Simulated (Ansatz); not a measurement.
Ideal-gas functions of CH5SSi, SMILES `C[SiH2][S]` radical at 800 K and 1 bar, from an Ansatz frequency run at PBE0-D4/def2-TZVP.

Molar mass 77.2 g/mol, point group Cs (symmetry number 1), electronic degeneracy 2, moments of inertia 29.524, 136.474, 156.948 u Å². Harmonic wavenumbers (cm⁻¹, unscaled): 158, 178, 374, 495, 536, 675, 731, 872, 888, 914, 1273, 1443, 1448, 2186, 2210, 3051, 3136, 3148.

Use S(trans) = R[1.5 ln M + 2.5 ln T − 1.1517]; rotational temperatures θ = 24.2544 K / I; S(rot) = R[ln(√π/σ · √(T³/θAθBθC)) + 1.5]; for each mode x = 1.438777 ν̃/T, S = R[x/(eˣ − 1) − ln(1 − e⁻ˣ)] and H = RT x/(eˣ − 1); 1 cm⁻¹ = 0.0119627 kJ/mol; R = 8.31446 J/(mol·K).

Problem. By hand: the entropy, in J/(mol·K).

Solution. Translation 183.6. Rotation: θ = 0.8215, 0.1777, 0.1545 K, giving 116.4. Vibration, mode by mode: 18.80, 17.82, 11.77, 9.55, 8.93, 7.19, 6.61, 5.38, 5.25, 5.06, 3.03, 2.39, 2.37, 0.82, 0.79, 0.22, 0.20, 0.19, in all 106.4. Electronic 5.8. Sum 412.2 J/(mol·K).

Problem. By hand: H − E and G − E in kJ/mol, counted from the electronic energy.

Solution. Zero-point energy ½ × 23716 × 0.0119627 = 141.9; thermal vibration 44.8; translation, rotation and pV give 4 RT = 26.6. H − E = 213.3 kJ/mol, and G − E = 213.3 − 800 × 412.2/1000 = -116.5 kJ/mol.

Vibration gives 26 % of the entropy.
